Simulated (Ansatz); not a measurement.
Ansatz (a first-principles code) input (CCSD(T)/aug-cc-pV(D+d)Z):
A basis named .json is the Basis Set Exchange file of that set.

Ansatz 0.2 input:
```yaml
crystal:
  periodic: [false, false, false]
  atoms:
    - {symbol: O, position_ang: [-1.66114469, 0.13057589, 0.03706797]}
    - {symbol: C, position_ang: [-0.58344504, -0.40829064, -0.06362926]}
    - {symbol: S, position_ang: [1.04936424, 0.08782104, 0.00532698]}
basis:
  gaussian:
    orbitals: aug-cc-pV_D+d_Z.json
total_charge: -1
magnetization: {spin_polarized: true, initial_magnetization: 1}
correlation: {method: ccsd_t, electrons: outside_noble_gas}
output: {forces: true}
```

End of the output:

```
cycle   9  -12.86159725 eV  change    1.6e-5 eV  update   6.3e-5
cycle  10  -12.86158922 eV  change    8.0e-6 eV  update   3.2e-5
cycle  11  -12.86159285 eV  change   -3.6e-6 eV  update   1.7e-5
cycle  12  -12.86159592 eV  change   -3.1e-6 eV  update   8.4e-6
cycle  13  -12.86159676 eV  change   -8.4e-7 eV  update   4.3e-6
cycle  14  -12.86159721 eV  change   -4.4e-7 eV  update   2.3e-6
cycle  15  -12.86159718 eV  change    2.9e-8 eV  update   1.2e-6
cycle  16  -12.86159736 eV  change   -1.8e-7 eV  update   6.3e-7
perturbative correction -0.60786795 eV, -0.0223387350 hartree
the calculation of the forces begins
Total energy: -13899.24699095 eV, -510.7879056694 hartree
Atom 0 at    -1.661145     0.130576     0.037068 Å, force    -1.180817     0.540193     0.101854 eV/Å
Atom 1 at    -0.583445    -0.408291    -0.063629 Å, force     0.703792    -0.651977    -0.116404 eV/Å
Atom 2 at     1.049364     0.087821     0.005327 Å, force     0.477025     0.111784     0.014550 eV/Å
Dipole moment:    -0.070886     0.006409     0.001723 e Å
```
